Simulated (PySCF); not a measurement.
Ionisation energy of P by level of theory

P [Ne] 3s2 3p3 (4S) → P⁺ [Ne] 3s2 3p2 (3P), as a difference of total energies. All numbers are calculated (PySCF 2.14, scalar relativity by spin-free X2C-1e, in x2c-QZVPPall (9s6p4d2f1g, 70 functions)). Correlated levels: valence: [Ne] frozen; valence and next inner shell: 1s2 frozen. The calculations carry no spin-orbit coupling.

Problem. Order these methods by the ionisation energy they give, lowest first.
A. UHF
B. r2SCAN
C. MP2 (valence)
D. LDA

Solution. A (9.893 eV), C (10.506 eV), D (10.563 eV), B (10.624 eV).

Errors of the correlated levels include the incompleteness of this basis and the frozen core.

For comparison: 10.526 eV (measured; NIST levels, between the centres of gravity of the two terms).
